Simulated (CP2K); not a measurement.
# C2H7P (dimethylphosphine): levels of theory compared

Wanted: a comparison of 5 runs (HF/3-21G, AM1, DFTB2-UFF, GFN2-xTB, PM6) of C2H7P (dimethylphosphine). 

The calculation is run with CP2K 2026.2.

## Step 1: The molecule

The species is C2H7P (10 atoms), meant as a singlet with charge 0. SMILES: `CPC`. The C1–H6 distance was set to 2.403 Å, away from the relaxed value. At this shape a bond of the SMILES string is far longer than usual.

Bond lengths: C1–P2 1.844 Å, P2–C3 1.844 Å, C1–H4 1.092 Å, C1–H5 1.092 Å, P2–H7 1.422 Å, C3–H8 1.092 Å, C3–H9 1.092 Å, C3–H10 1.092 Å. Some angles: C1–P2–C3 100.2°, C1–P2–H7 97.1°, C3–P2–H7 97.1°, P2–C1–H4 113.1°, P2–C1–H5 109.3°, P2–C3–H8 108.8°, P2–C3–H9 109.3°, P2–C3–H10 113.1°, H4–C1–H5 109.1°, H8–C3–H9 107.6°.

## Step 2: The energy at HF/3-21G (run 1)

molecule.inp

```
&GLOBAL
  PROJECT_NAME molecule
  RUN_TYPE ENERGY
  PRINT_LEVEL MEDIUM
&END GLOBAL

&FORCE_EVAL
  METHOD QS
  &DFT
    BASIS_SET_FILE_NAME ./3_21g.basis
    POTENTIAL_FILE_NAME POTENTIAL
    &QS
      METHOD GAPW
      EPS_DEFAULT 1.0E-10
    &END QS
    &MGRID
      CUTOFF 280
      REL_CUTOFF 50
      NGRIDS 4
    &END MGRID
    &POISSON
      PERIODIC NONE
      POISSON_SOLVER MULTIPOLE
    &END POISSON
    &SCF
      SCF_GUESS ATOMIC
      EPS_SCF 1.0E-07
      MAX_SCF 80
      ADDED_MOS 3
      &DIAGONALIZATION
        ALGORITHM STANDARD
      &END DIAGONALIZATION
      &MIXING
        METHOD DIRECT_P_MIXING
        ALPHA 0.4
      &END MIXING
    &END SCF
    &XC
      &XC_FUNCTIONAL NONE
      &END XC_FUNCTIONAL
      &HF
        FRACTION 1
        &SCREENING
          EPS_SCHWARZ 1.0E-10
        &END SCREENING
        &MEMORY
          MAX_MEMORY 1050
        &END MEMORY
      &END HF
    &END XC
    &PRINT
      &MOMENTS
        PERIODIC F
        REFERENCE COM
        MAX_MOMENT 1
      &END MOMENTS
      &MO ON
        ENERGIES T
        OCCUPATION_NUMBERS T
        NDIGITS 6
        &EACH
          QS_SCF 0
        &END EACH
        ADD_LAST NUMERIC
      &END MO
      &LOWDIN ON
      &END LOWDIN
      &HIRSHFELD OFF
      &END HIRSHFELD
      &MO_MOLDEN ON
        NDIGITS 8
      &END MO_MOLDEN
    &END PRINT
  &END DFT
  &SUBSYS
    &CELL
      ABC 11.4 9.8 10.7
      PERIODIC NONE
    &END CELL
    &COORD
      SCALED T
      C    0.46783882   0.57263163   0.40816682
      P    0.60657829   0.60214592   0.49247897
      C    0.60728969   0.45288980   0.59736402
      H    0.45860022   0.46808878   0.37428925
      H    0.46225987   0.64264388   0.32902944
      H    0.30695680   0.62299153   0.54576159
      H    0.68266250   0.54753878   0.39983037
      H    0.54232039   0.46878980   0.67097056
      H    0.69304320   0.44447347   0.64212103
      H    0.58755022   0.35735612   0.54925654
    &END COORD
    &KIND C
      BASIS_SET 3-21G
      POTENTIAL ALL
      LEBEDEV_GRID 194
      RADIAL_GRID 100
    &END KIND
    &KIND P
      BASIS_SET 3-21G
      POTENTIAL ALL
      LEBEDEV_GRID 194
      RADIAL_GRID 100
    &END KIND
    &KIND H
      BASIS_SET 3-21G
      POTENTIAL ALL
      LEBEDEV_GRID 194
      RADIAL_GRID 100
    &END KIND
  &END SUBSYS
&END FORCE_EVAL
```

On the command line:

```
$ OMP_NUM_THREADS=1 cp2k.psmp molecule.inp > molecule.out
```

What it wrote:

```text
CP2K| version string:                                       CP2K version 2026.2
[...]
 GLOBAL| Method name                                                        CP2K
[...]
 GLOBAL| Run type                                                         ENERGY
[...]
 DFT| Spin restricted Kohn-Sham (RKS) calculation                            RKS
 DFT| Multiplicity                                                             1
[...]
 DFT| Charge                                                                   0
[...]
 QS| Method:                                                                GAPW
[...]
 QS| Density cutoff [a.u.]:                                                140.0
[...]
 QS| Relative density cutoff [a.u.]:                                        25.0
[...]
                             - Atoms:                                         10
[...]
                             - Spherical basis functions:                     45
[...]
 Number of electrons:                                                         34
[...]
     1 P_Mix/Diag. 0.40E+00    0.6     0.44227649      -418.7015384476 -4.19E+02
[...]
    18 DIIS/Diag.  0.11E-06    0.2     0.00000006      -418.1467351757 -3.41E-13
  *** SCF run converged in    18 steps ***
[...]
  Overlap energy of the core charge distribution:               0.00000427743649
  Self energy of the core charge distribution:               -215.70655083186858
  Core Hamiltonian energy:                                   -203.19071727170405
  Hartree energy:                                              68.97205627753809
  Exchange-correlation energy:                                  0.00000000000000
  Hartree-Fock Exchange energy:                               -35.16399470585405
[...]
                     Mulliken Population Analysis
 #  Atom  Element  Kind  Atomic population                           Net charge
       1     C        1          6.740538                             -0.740538
       2     P        2         14.312057                              0.687943
       3     C        1          6.993723                             -0.993723
       4     H        3          0.764602                              0.235398
       5     H        3          0.763041                              0.236959
       6     H        3          1.093220                             -0.093220
       7     H        3          1.034906                             -0.034906
       8     H        3          0.755688                              0.244312
       9     H        3          0.769472                              0.230528
      10     H        3          0.772753                              0.227247
 # Total charge                             34.000000                 -0.000000
[...]
  Dipole moment [Debye]
    X=  0.1043630E+01 Y= -0.1662237E+01 Z= -0.1098425E+01  Total=      2.2491626
 ENERGY| Total FORCE_EVAL ( QS ) energy [hartree]           -418.146735175716685
[...]
```

Run time: 5.4 s. Hardware: 1 thread of Arm Neoverse V2, shared host; peak memory 0.57 GiB.

## Step 3: The energy at AM1 (run 2)

molecule.xyz

```xyz
10

C      0.060505     0.293553    -1.715284
P      1.642135     0.582793    -0.813144
C      1.650245    -0.879917     0.309126
H     -0.044815    -0.730967    -2.077774
H     -0.003095     0.979673    -2.562054
H     -1.773550     0.787080    -0.243020
H      2.509495     0.047643    -1.804484
H      0.909595    -0.724097     1.096716
H      2.627835    -0.962397     0.788026
H      1.425215    -1.816147    -0.205624
```

calc.inp

```
&GLOBAL
   PROJECT_NAME calc
   RUN_TYPE ENERGY
   PRINT_LEVEL MEDIUM
&END

&FORCE_EVAL
   METHOD QS
   &DFT
      CHARGE 0
      MULTIPLICITY 1
      &QS
         METHOD AM1
         EPS_DEFAULT 1.0E-10
         &SE
            &COULOMB
               CUTOFF [angstrom] 50
               RC_RANGE [angstrom] 0
            &END
            &EXCHANGE
               CUTOFF [angstrom] 50
               RC_RANGE [angstrom] 0
            &END
         &END
      &END
      &POISSON
         PERIODIC NONE
         POISSON_SOLVER ANALYTIC
      &END
      &SCF
         SCF_GUESS ATOMIC
         EPS_SCF 1.0E-07
         MAX_SCF 30
         &OT ON
            MINIMIZER DIIS
            PRECONDITIONER FULL_SINGLE_INVERSE
         &END
         &OUTER_SCF
            EPS_SCF 1.0E-07
            MAX_SCF 8
         &END
      &END
      &PRINT
         &MOMENTS
            PERIODIC F
            REFERENCE COM
            MAX_MOMENT 1
         &END
         &MO_CUBES
            NLUMO 1
            NHOMO -1
            WRITE_CUBE F
         &END
         &HIRSHFELD OFF
         &END
      &END
   &END
   &SUBSYS
      &CELL
         ABC [angstrom] 16.4 14.8 15.7
         PERIODIC NONE
      &END
      &TOPOLOGY
         COORD_FILE_NAME molecule.xyz
         COORD_FILE_FORMAT XYZ
         &CENTER_COORDINATES
         &END
      &END
   &END
&END
```

On the command line:

```
$ OMP_NUM_THREADS=1 cp2k.psmp -i calc.inp > calc.out 2>&1
```

What it wrote:

```text
CP2K| version string:                                       CP2K version 2026.2
[...]
 GLOBAL| Method name                                                        CP2K
[...]
 GLOBAL| Run type                                                         ENERGY
[...]
                             - Atoms:                                         10
[...]
                             - Spherical basis functions:                     19
[...]
 Number of electrons:                                                         20
[...]
     1 OT DIIS     0.80E-01    0.0     0.33733503       -13.8510932221 -1.39E+01
[...]
    23 OT DIIS     0.80E-01    0.0     0.00000008       -17.3095716374 -2.84E-13
  *** SCF run converged in    23 steps ***
  Core-core repulsion energy [eV]:                            994.89005626507264
  Core Hamiltonian energy [eV]:                              -704.11790663166607
  Two-electron integral energy [eV]:                        -1523.57909570367610
  Electronic energy [eV]:                                   -1465.90745448350413
  Total energy [eV]:                                         -471.01739821843154
  Atomic reference energy [eV]:                               479.75691463091681
  Heat of formation [kcal/mol]:                               201.53805222560456
[...]
 SE_DIPOLE| Moment [Debye]          0.55029623       1.77687027       0.66166015
 SE_DIPOLE| Derivative [a.u.]       0.00000000       0.00000000       0.00000000
 *** WARNING in qs_scf_post_se.F:140 :: Printing of MO cube files not ***
 *** implemented for Semi-Empirical method.                           ***
 ENERGY| Total FORCE_EVAL ( QS ) energy [hartree]            -17.309571637421332
[...]
```

Wall time 0.52 s (1 thread of Arm Neoverse V2, shared host).

## Step 4: The energy at DFTB2-UFF (run 3)

job.inp

```
&GLOBAL
  PROJECT job
  RUN_TYPE ENERGY
  PRINT_LEVEL MEDIUM
&END GLOBAL
&FORCE_EVAL
  METHOD QS
  &DFT
    &QS
      METHOD DFTB
      EPS_DEFAULT 1.0E-10
      &DFTB
        SELF_CONSISTENT T
        DISPERSION T
        &PARAMETER
          PARAM_FILE_PATH DFTB/scc
          PARAM_FILE_NAME scc_parameter
          UFF_FORCE_FIELD uff_table
        &END PARAMETER
      &END DFTB
    &END QS
    &POISSON
      PERIODIC NONE
      POISSON_SOLVER ANALYTIC
    &END POISSON
    &SCF
      SCF_GUESS ATOMIC
      EPS_SCF 1.0E-06
      MAX_SCF 50
      &OT
        MINIMIZER DIIS
        PRECONDITIONER FULL_ALL
      &END OT
      &OUTER_SCF
        EPS_SCF 1.0E-06
        MAX_SCF 5
      &END OUTER_SCF
    &END SCF
    &PRINT
      &MOMENTS
        PERIODIC F
        REFERENCE COM
        MAX_MOMENT 1
      &END MOMENTS
      &MO_CUBES
        NLUMO 5
        NHOMO -1
        WRITE_CUBE F
      &END MO_CUBES
      &HIRSHFELD OFF
      &END HIRSHFELD
    &END PRINT
  &END DFT
  &SUBSYS
    ! vacuum box
    &CELL
      ABC 20.4 18.8 19.7
      PERIODIC NONE
    &END CELL
    &COORD
      UNIT bohr
      C      0.1143379     0.5547348    -3.2414170
      P      3.1031854     1.1013192    -1.5366195
      C      3.1185111    -1.6628021     0.5841635
      H     -0.0846881    -1.3813274    -3.9264238
      H     -0.0058487     1.8513137    -4.8415804
      H     -3.3515238     1.4873656    -0.4592412
      H      4.7422583     0.0900322    -3.4099806
      H      1.7188854    -1.3683450     2.0724929
      H      4.9658885    -1.8186668     1.4891533
      H      2.6932660    -3.4320204    -0.3885730
    &END COORD
    &TOPOLOGY
      &CENTER_COORDINATES
      &END CENTER_COORDINATES
    &END TOPOLOGY
  &END SUBSYS
&END FORCE_EVAL
```

On the command line:

```
$ OMP_NUM_THREADS=1 cp2k.psmp -i job.inp > job.out 2>&1
```

What it wrote:

```text
CP2K| version string:                                       CP2K version 2026.2
[...]
 GLOBAL| Method name                                                        CP2K
[...]
 GLOBAL| Run type                                                         ENERGY
[...]
                             - Atoms:                                         10
[...]
                             - Spherical basis functions:                     24
[...]
 Number of electrons:                                                         20
[...]
     1 OT DIIS     0.15E+00    0.0     0.31499794        -5.4491175946 -5.45E+00
[...]
    44 OT DIIS     0.15E+00    0.0     0.00000087        -7.6576804421 -1.85E-11
  *** SCF run converged in    44 steps ***
[...]
 TB_DIPOLE| Moment [Debye]          0.88724512      -0.63697670      -0.61403093
 TB_DIPOLE| Derivative [a.u.]       0.00000000       0.00000000       0.00000000
 *** WARNING in qs_scf_post_tb.F:608 :: Printing of MO cube files not ***
 *** implemented for TB methods.                                      ***
 ENERGY| Total FORCE_EVAL ( QS ) energy [hartree]             -7.657680442103583
[...]
```

Wall time 0.48 s (1 thread of Arm Neoverse V2, shared host).

Run 4 isn't shown in full; the table further down has it.

## Step 5: A single-point energy at PM6 (run 5)

gas.inp

```
&force_eval
   method QUICKSTEP
   &dft
      charge 0
      multiplicity 1
      &qs
         method PM6
         eps_default 1.0E-10
         &se
            &coulomb
               cutoff [angstrom] 50
               rc_range [angstrom] 0
            &end coulomb
            &exchange
               cutoff [angstrom] 50
               rc_range [angstrom] 0
            &end exchange
         &end se
      &end qs
      &poisson
         periodic NONE
         poisson_solver ANALYTIC
      &end poisson
      &scf
         scf_guess ATOMIC
         eps_scf 1.0E-07
         max_scf 100
         added_mos 4
         &diagonalization
            algorithm STANDARD
         &end diagonalization
         &mixing
            method DIRECT_P_MIXING
            alpha 0.4
         &end mixing
      &end scf
      &print
         &moments
            periodic F
            reference COM
            max_moment 1
         &end moments
         &mo ON
            energies T
            occupation_numbers T
            ndigits 6
            &each
               qs_scf 0
            &end each
            add_last NUMERIC
         &end mo
         &hirshfeld OFF
         &end hirshfeld
      &end print
   &end dft
   &subsys
      &cell
         abc [angstrom] 16.4 14.8 15.7
         periodic NONE
      &end cell
      &coord
         C      0.060505     0.293553    -1.715284
         P      1.642135     0.582793    -0.813144
         C      1.650245    -0.879917     0.309126
         H     -0.044815    -0.730967    -2.077774
         H     -0.003095     0.979673    -2.562054
         H     -1.773550     0.787080    -0.243020
         H      2.509495     0.047643    -1.804484
         H      0.909595    -0.724097     1.096716
         H      2.627835    -0.962397     0.788026
         H      1.425215    -1.816147    -0.205624
      &end coord
      &topology
         &center_coordinates
         &end center_coordinates
      &end topology
   &end subsys
&end force_eval
&global
   project gas
   run_type ENERGY
   print_level MEDIUM
&end global
```

On the command line:

```
$ OMP_NUM_THREADS=1 cp2k.psmp -i gas.inp > gas.out 2>&1
```

What it wrote:

```text
CP2K| version string:                                       CP2K version 2026.2
[...]
 GLOBAL| Method name                                                        CP2K
[...]
 GLOBAL| Run type                                                         ENERGY
[...]
                             - Atoms:                                         10
[...]
                             - Spherical basis functions:                     24
[...]
 Number of electrons:                                                         20
[...]
     1 P_Mix/Diag. 0.40E+00    0.0     0.77304790       -12.1486243920 -1.21E+01
[...]
    18 DIIS/Diag.  0.46E-07    0.0     0.00000009       -17.5341605942 -7.11E-14
  *** SCF run converged in    18 steps ***
  Core-core repulsion energy [eV]:                           1011.87506650583941
  Core Hamiltonian energy [eV]:                              -767.76328281173483
  Two-electron integral energy [eV]:                        -1442.48111645190784
  Electronic energy [eV]:                                   -1489.00384103768874
  Total energy [eV]:                                         -477.12877453184933
  Atomic reference energy [eV]:                               482.71330113091670
  Heat of formation [kcal/mol]:                               128.78225295969932
[...]
 SE_DIPOLE| Moment [Debye]          1.39293568       1.17259799      -0.07760051
 SE_DIPOLE| Derivative [a.u.]       0.00000000       0.00000000       0.00000000
 ENERGY| Total FORCE_EVAL ( QS ) energy [hartree]            -17.534160594220943
[...]
```

It took 0.22 s on 1 thread of Arm Neoverse V2, shared host.

## Step 6: Overview of the runs

```
run      level  scheme  iteration cap  energy (Eh)  dipole moment (D)  HOMO energy (eV)  LUMO energy (eV)  wall time
  1   HF/3-21G    GAPW             80  -418.146735               2.25             -8.76              0.65      5.4 s
  2        AM1       –             30   -17.309572               1.97                 –                 –     0.52 s
  3  DFTB2-UFF       –             50    -7.657680               1.25                 –                 –     0.48 s
  4   GFN2-xTB       –            150   -10.195656               1.38            -10.46             -9.13     0.22 s
  5        PM6       –            100   -17.534161               1.82             -8.22             -0.90     0.22 s
```

## Step 7: Summary of results

| quantity | value |
| --- | --- |
| run 5: total energy | -17.53416 Eh |
| run 5: dipole moment | 1.82 D |
| run 5: HOMO energy | -8.22 eV |
| run 5: LUMO energy | -0.90 eV |
| run 5: HOMO–LUMO gap | 7.31 eV |
| run 5: heat of formation | 128.8 kcal/mol |

In words: The dipole moment (its size) runs from 1.25 D (DFTB2-UFF) to 2.25 D (HF/3-21G). The two ends differ in method and basis and Hamiltonian. Some of these are taken from atomic charges alone. Over runs 1, 4, 5 the HOMO–LUMO gap runs from 1.33 eV (GFN2-xTB) to 9.41 eV (HF/3-21G). In runs 1, 2, 3, 4, 5 a closed-shell determinant meets a far-stretched bond, which it describes badly. Force-field and semi-empirical energies have zeros of their own, so their totals don't compare. All runs together took 6.9 s, the longest 5.4 s.
